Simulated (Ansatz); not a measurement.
One change: `C=CC(=C)O` becomes `C=CC(=C)CF`.

Ansatz, PBE0-D4/def2-TZVP geometries, multiplicity 1. Each molecule was computed in one conformer, which needn't be the lowest.

| property | `C=CC(=C)O` |
| --- | --- |
| HOMO–LUMO gap (PBE/def2-TZVPP) / eV | 3.80 |
| HOMO energy (B3LYP/def2-TZVPP) / eV | -6.31 |
| HOMO–LUMO gap (ωB97M-V/def2-TZVPP) / eV | 9.96 |
| HOMO energy (PBE0/def2-TZVPP) / eV | -6.51 |
| size of the dipole moment (PBE/def2-TZVPP) / D | 0.94 |
| HOMO–LUMO gap (B3LYP/def2-TZVPP) / eV | 5.36 |

Task: What does the change do to each property? (Best estimate.)

Result: Ansatz gave: 
```tsv
property	`C=CC(=C)CF`	shift
HOMO–LUMO gap (PBE/def2-TZVPP) / eV	4.04	0.24
HOMO energy (B3LYP/def2-TZVPP) / eV	-6.79	-0.48
HOMO–LUMO gap (ωB97M-V/def2-TZVPP) / eV	10.12	0.16
HOMO energy (PBE0/def2-TZVPP) / eV	-7.00	-0.49
size of the dipole moment (PBE/def2-TZVPP) / D	1.43	0.49
HOMO–LUMO gap (B3LYP/def2-TZVPP) / eV	5.55	0.19
```

With PBE0 the HOMO falls by 0.49 eV and the LUMO falls by 0.30 eV, so the gap widens by about 0.19 eV. PBE moves the HOMO by -0.56 eV and ωB97M-V by -0.48 eV. Dipoles are sizes alone; their direction can turn.

B3LYP here is the variant with VWN-RPA as its local correlation; programs differ in this.
